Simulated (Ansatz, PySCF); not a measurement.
System: tetrachloromethane, CCl4, charge 0, multiplicity 1. 
Structure (B3LYP-D3(BJ)/def2-TZVP (Ansatz, a quantum-chemistry and plane-wave program) minimum search):
SMILES: ClC(Cl)(Cl)Cl
```xyz
5

C      0.0000     0.0000     0.0000
Cl     1.0327     1.0410     1.0081
Cl    -1.0056    -1.0297     1.0464
Cl    -1.0489     1.0136    -1.0192
Cl     1.0218    -1.0250    -1.0353
```
Charge 0, spin multiplicity 1.

Total electronic energies in hartree. Valence correlation only, unless marked. Spin-orbit coupling is left out. No relativistic terms. Basis-set limits of correlation are two-point, X^-3; Hartree-Fock from the larger set. The bracket is a focal-point correction in the basis named.

```
level                                                                             program  energy (Eh)
-------------------------------------------------------------------------  --------------  -----------
HF/cc-pV(Q+d)Z                                                                     Ansatz  -1875.93509
RI-HF/aug-cc-pV(Q+d)Z                                                              Ansatz  -1875.93543
RI-HF/cc-pV(Q+d)Z                                                                  Ansatz  -1875.93481
BLYP-D4/def2-TZVPD                                                         Ansatz + dftd4  -1878.94803
r2SCAN/def2-TZVPD                                                                  Ansatz  -1878.81097
M06-2X/def2-TZVPD                                                                   PySCF  -1878.87724
HSE06-D3(BJ)/def2-TZVPD                                                    Ansatz + dftd3  -1878.27825
wB97X/def2-TZVPD                                                                   Ansatz  -1878.93176
PBE-QIDH/def2-TZVPD                                                                Ansatz  -1877.96138
RPA@PBE/cc-pV(T+d)Z                                                                Ansatz  -1877.35229
MP2/aug-cc-pV(T+d)Z                                                                Ansatz  -1876.87319
CCSD/6-31G*                                                                        Ansatz  -1876.45167
CCSD(T)/6-31G*                                                                     Ansatz  -1876.47456
CCSD(T)/cc-pVDZ                                                                     PySCF  -1876.58650
RI-MP2/CBS(aug-cc-pV(T+d)Z,aug-cc-pV(Q+d)Z)+[CCSD(T)-MP2]/aug-cc-pV(T+d)Z          Ansatz   -1877.1213
```

Totals of different functionals don't rank their quality; only differences between species are comparable.
